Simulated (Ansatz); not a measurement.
Molecule: trimethyl amine, C₃H₉N, net charge 0, singlet state. 
Coordinates optimised at B3LYP-D3(BJ)/def2-TZVP (Ansatz, a first-principles code):
```xyz
13

N      0.0026     0.0015     0.3690
C      0.0034     1.3852    -0.0654
C      1.1975    -0.6963    -0.0655
C     -1.2022    -0.6896    -0.0484
H     -0.0042     1.4885    -1.1661
H      0.8915     1.8925     0.3148
H     -0.8763     1.8974     0.3273
H      1.2828    -0.7549    -1.1661
H      1.1956    -1.7143     0.3273
H      2.0837    -0.1858     0.3147
H     -1.3035    -0.7477    -1.1477
H     -2.0800    -0.1742     0.3444
H     -1.2003    -1.7076     0.3443
```
Charge 0, spin multiplicity 1.

Basis-set convergence of Hartree-Fock and CCSD(T) correlation energies (hartree) with Ansatz. Valence correlation only, unless marked. No spin-orbit coupling. No relativistic terms.

```json
[
 {"basis": "cc-pVDZ", "functions": "101", "E(HF)": "-173.28231", "E(corr, CCSD(T))": "-0.68753", "rough core time": "under 20 s"},
 {"basis": "cc-pVTZ", "functions": "246", "E(HF)": "(withheld)", "E(corr, CCSD(T))": "(withheld)", "rough core time": "2.3 min"}
]
```

**Question.** Some entries are withheld; supply them.

**Answer.** 
- cc-pVTZ, E(HF): -173.33341
- cc-pVTZ, E(corr, CCSD(T)): -0.82747
